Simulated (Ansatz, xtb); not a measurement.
Ranking isomers of C3H2FNS

5 gas-phase structures of C3H2FNS, from a drawn sample of its isomers (lower ones may exist). Each was relaxed with GFN2-xTB:

A. `Fc1cncs1`, a singlet
B. `Fc1ccns1`, a singlet
C. `Fc1nccs1`, a singlet
D. `Fc1ccsn1`, a singlet
E. `Fc1cscn1`, a singlet

Problem. Make a reasoned guess at their ranking by r2SCAN-D4/def2-SVP//GFN2-xTB single-point energy.

Solution. Calculated order at r2SCAN-D4/def2-SVP//GFN2-xTB: E (0.0), C (1.1), D (3.7), A (8.5), B (12.3) kcal/mol.

Energies above the lowest of each column, in kcal/mol; the last columns are at r2SCAN-D4/def2-SVP geometries:

```
structure  GFN2-xTB  HF/STO-3G  r2SCAN-D4/def2-SVP//GFN2-xTB  r2SCAN-D4/def2-SVP  CCSD(T)/def2-SVP + ΔMP2/def2-TZVPP
        E       0.0        2.0                           0.0                 0.0                                 0.0
        C       0.4        0.0                           1.1                 1.2                                 1.4
        D       0.9        5.8                           3.7                 3.4                                 0.0
        A       3.4        4.0                           8.5                 8.4                                 8.5
        B       5.6        8.2                          12.3                11.8                                 8.8
```

CCSD(T)/def2-SVP + ΔMP2/def2-TZVPP puts D lowest, with E within 1 kcal/mol; HF/STO-3G picks C. CCSD(T)/def2-SVP + ΔMP2/def2-TZVPP orders those it was run on as D (0.0), E (0.0), C (1.4), A (8.5), B (8.8) kcal/mol. Less than 1 kcal/mol parts D and E; A and B, so the order within those pairs means little. The ΔMP2 step shifts differences by up to 4.1 kcal/mol, which makes them less sure. ΔMP2 is the change of the MP2 energy from the smaller to the larger basis.

Over these structures GFN2-xTB departs from r2SCAN-D4/def2-SVP//GFN2-xTB by 2.3 kcal/mol on average once a common shift is removed. A GFN2-xTB relaxation took about 0.083 s and the r2SCAN-D4/def2-SVP//GFN2-xTB energy about 1.4 s on a shared host (Ansatz 0.2.0, xtb 6.7.1).
